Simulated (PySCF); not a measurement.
# Static response to an electric field

Compound: (LiH)3 ring, Li3H3.
Structure used (PBE0-D3(BJ)/def2-SVP), in Å, numbered top down from 1:
```xyz
6
Li3H3 angstrom
Li     0.5358    0.9590   -1.1773
H      1.7769    0.1608   -0.3032
Li     1.0394   -0.8147    0.8997
H     -0.6019   -1.0803    1.3211
Li    -1.5809   -0.1397    0.2729
H     -1.1693    0.9150   -1.0132
```

Level: CAM-B3LYP/def2-SVPD (PySCF), static field, nuclei fixed, core orbitals frozen in the response. The polarisability tensor in these axes (au):

```
x   51.36 -0.17 -0.10
y   -0.17 48.79 -2.18
z   -0.10 -2.18 49.55
```

Task: What are the eigenvalues, a third of the trace, and Δα (Δα² = ½Σ(αi − αj)² over the three pairs)?

Result: Principal values 46.95, 51.34 and 51.41 au; mean 49.90 au = 7.39 Å³ = 8.23 × 10⁻⁴⁰ C²·m²/J; Δα = 4.43 au (9 % of the mean).

Task: What is the dipole moment?

Result: 0.06 D at this geometry.

Task: What are the principal values of the traceless quadrupole moment, Θ = ½Σq(3rr − r²1), about the centre of nuclear charge?

Result: -0.22, -0.17, 0.39 D·Å. The values depend on the origin, since the dipole doesn't vanish. The electronic extent ⟨r²⟩ about the same centre is 149 bohr², a root-mean-square distance of 1.87 Å for the 12 electrons.

Task: Find the Langevin capture rate constant for O2+ (31.990 u) meeting this molecule (24.071 u), k = 2.342 × 10⁻⁹ cm³/s × √(α in Å³ / reduced mass in u).

Result: The reduced mass is 13.74 u, so k = 1.72 × 10⁻⁹ cm³/s.

Task: Estimate the molar refractivity from the static electronic polarisability.

Result: Lorentz–Lorenz: R = (4π/3)N_A α = 2.5225 cm³/(mol·Å³) × 7.39 Å³ = 18.7 cm³/mol, in the limit of long wavelengths.

Task: Refractivity n − 1 of an ideal gas of it at 273.15 K and 1 atm, from the electronic α?

Result: N = p/kT = 2.6868 × 10¹⁹ cm⁻³, so n − 1 = 2π × N × 7.39 × 10⁻²⁴ cm³ = 1248 × 10⁻⁶ at long wavelengths.

Geometry: PBE0-D3(BJ)/def2-SVP; no solvent, vibrations or thermal averaging.

The run behind these numbers computed excited states and ΔSCF ions as well. On an x86-64 server with one thread (shared host), this took 12 s wall.
